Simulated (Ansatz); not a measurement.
# HAl–AlH, singlet: the ladder up to full CI

Geometry: a point of a twist scan, not a stationary point.

| atom | x (Å) | y (Å) | z (Å) |
| --- | --- | --- | --- |
| Al | 0.0000 | -0.2037 | 1.3025 |
| Al | 0.0000 | 0.1034 | -1.3143 |
| H | 0.0000 | 1.0938 | 2.2766 |
| H | 0.0000 | 1.5910 | -1.9616 |

Basis 6-31G; Ansatz 0.2.0. Only valence electrons are correlated (noble-gas cores frozen), which leaves 8 electrons in 20 orbitals. Prefix R: restricted or restricted open-shell reference; prefix U: unrestricted. Active spaces: valence = (8e, 10o) chosen from the atoms' valence shells; pair = (2e, 2o) about the gap.

Full CI is exact within this basis and frozen core; it isn't the basis-set limit. The frozen core follows each run's orbitals, which can shift R against U totals by a few meV.

The UHF ⟨S²⟩ is 0.988, the T1 diagnostic (RCCSD) is 0.0392 and the largest doubles amplitude (RCCSD) is 0.461.

```csv
level,E − E(full CI) (kJ/mol),share of correlation (%),wall time
RHF,317.2,0.00,–
UHF†,191.9,–,–
RMP2,132.4,58.27,–
UMP2†,63.9,–,–
CISD,51.6,83.74,0.42 s
RCCSD,22.2,93.01,–
UCCSD*†,1.6,–,–
RCCSD(T),8.3,97.40,0.87 s
UCCSD(T)*†,-2.1,–,2.6 s
BCCD(T),8.3,97.38,0.93 s
RCCSDT*,1.5,99.53,–
UCCSDT*†,-6.1,–,–
RCCSDT(Q)*,0.2,99.94,1.4 s
UCCSDT(Q)*†,-7.2,–,5.5 s
RCCSDTQ*,0.0,99.99,5.5 s
CASSCF (pair space),201.9,36.35,–
NEVPT2 (pair space),69.8,78.00,0.3 s
MRCISD (pair space),16.1,94.91,–
MRCISD+Q (pair space),1.2,99.64,0.45 s
CASSCF (valence space),55.1,82.64,–
NEVPT2 (valence space),17.8,94.39,4.2 s
MRCISD (valence space),2.4,99.26,–
MRCISD+Q (valence space),1.3,99.59,7 s
```

An asterisk marks runs whose energy the program itself flagged as in doubt. A dagger marks rows that describe another state than the reference (another or a broken symmetry, a higher spin or other natural occupations), so the difference isn't the method's error.

The correlation energy at full CI, counted from RHF, is -3.288 eV. That run took 44 s on 1 thread of Intel Xeon Platinum 8488C, shared host over 5,883,561 determinants.

Times hold each run's SCF and search for its determinant on a shared host, so for small cases they say little of a method's own cost; they ran on 1 thread of Intel Xeon Platinum 8488C.

Unrestricted levels hold only the spin's projection, and here they fall towards a lower state of higher spin.

The full-CI state has the irrep A1 of C2v, in the program's axes.

Natural occupations of full CI about the gap: 1.964 1.961 1.938 1.380 0.576 0.045 0.036 0.029 0.021 0.020; effectively unpaired electrons, Σ n²(2−n)², 1.45. No single determinant describes this state well, so single-reference rows can miss without a flag.
